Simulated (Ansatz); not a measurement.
[CH₃···H···Cl], doublet: transfer scan

Starting geometry:

```xyz
6

C    -1.9353    0.0000    0.0000
H    -2.2985    1.0273    0.0000
H    -2.2985   -0.5137    0.8897
H    -2.2985   -0.5137   -0.8897
H    -0.8457    0.0000    0.0000
Cl    0.8757    0.0000    0.0000
```

From there H5 is moved from one fragment to the other while all else, the fragments' distance too, stays fixed; atoms are numbered as listed. Energies are in eV, counted from the starting geometry at the same level. Kohn–Sham curves are unrestricted where that lies lower.

Basis cc-pVDZ; Ansatz 0.2.0. Only valence electrons are correlated (noble-gas cores frozen). Prefix R: restricted or restricted open-shell reference; prefix U: unrestricted.

Full CI isn't at hand for all of this; UCCSDT(Q) serves as the reference, and is uncertain by about the last step of the cluster series.

| distance C1-H5 (Å) | r2SCAN |
| --- | --- |
| 1.090 | 0.000 |
| 1.143 | -0.041 |
| 1.249 | 0.011 |
| 1.355 | 0.115 |
| 1.461 | 0.236 |

Task: Estimate the UCCSDT(Q) curve in cc-pVDZ from this one, knowing how r2SCAN errs.

Result: The computed UCCSDT(Q) values, in eV from the starting point, and the error of r2SCAN against them:
```csv
distance C1-H5 (Å),UCCSDT(Q),r2SCAN less UCCSDT(Q)
1.090,0.000,0.000
1.143,0.001,-0.042
1.249,0.123,-0.112
1.355,0.256,-0.141
1.461,0.356,-0.120
```

The error spans 0.141 eV and is largest, -0.141 eV, at 1.355 Å.

In so small a basis the reference is far from its limit while semilocal and hybrid functionals are nearer theirs, so the functionals' errors here hold much of the reference's basis and frozen-core error, which can add to them or hide them.
